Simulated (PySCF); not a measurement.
**Relaxation of singlet SO2**

All numbers come from PBE0 in PySCF with S def2-TZVP, O def2-TZVP; no relativity; density-fitted integrals. A (50,194) grid was used.

A start displaced from a saddle point along its imaginary mode, of C2v symmetry, held to at least that symmetry:

Coordinates in bohr (charge 0 multiplicity 1):
```
S    -0.0013    0.2268    0.0000
O     0.0013   -0.2266    2.7342
O     0.0013   -0.2266   -2.7342
```

At each step, columns x, y, z (Å) and Fx, Fy, Fz (eV/Å):

```
step 0  E − E(last) = 202.36 kJ/mol
S   -0.001   0.120   0.000  -0.028   4.811   0.000
O    0.001  -0.120   1.447   0.014  -2.405  -1.767
O    0.001  -0.120  -1.447   0.014  -2.405   1.767
step 1  E − E(last) = 56.67 kJ/mol
S   -0.002   0.321   0.000  -0.008   1.459   0.001
O    0.001  -0.221   1.372   0.004  -0.729  -3.091
O    0.001  -0.221  -1.372   0.004  -0.730   3.090
step 2  E − E(last) = 13.21 kJ/mol
S   -0.003   0.506   0.000   0.019  -3.431   0.000
O    0.002  -0.313   1.214  -0.010   1.715  -1.037
O    0.002  -0.313  -1.214  -0.010   1.715   1.037
step 3  E − E(last) = 4.13 kJ/mol
S   -0.002   0.429   0.000  -0.012   1.942  -0.001
O    0.002  -0.274   1.219   0.006  -0.971   1.480
O    0.002  -0.274  -1.219   0.006  -0.971  -1.480
step 4  E − E(last) = 0.25 kJ/mol
S   -0.003   0.441   0.000   0.000  -0.124   0.000
O    0.002  -0.280   1.241   0.000   0.062  -0.332
O    0.002  -0.280  -1.241   0.000   0.062   0.332
step 5  E − E(last) = 0.00 kJ/mol
S   -0.003   0.446   0.000   0.000  -0.052   0.000
O    0.002  -0.283   1.232   0.000   0.026  -0.012
O    0.002  -0.283  -1.232   0.000   0.026   0.012
step 6  E − E(last) = 0.00 kJ/mol
S   -0.003   0.445   0.000  -0.001   0.003   0.001
O    0.002  -0.283   1.233   0.000  -0.001   0.000
O    0.002  -0.283  -1.233   0.000  -0.002  -0.002
```

It ends at C2v with S–O 1.431 Å (×2); O–S–O 118.9°. No frequency check is given, so it may be a saddle point.

The relaxation took of the order of 15 core-seconds on a shared host.
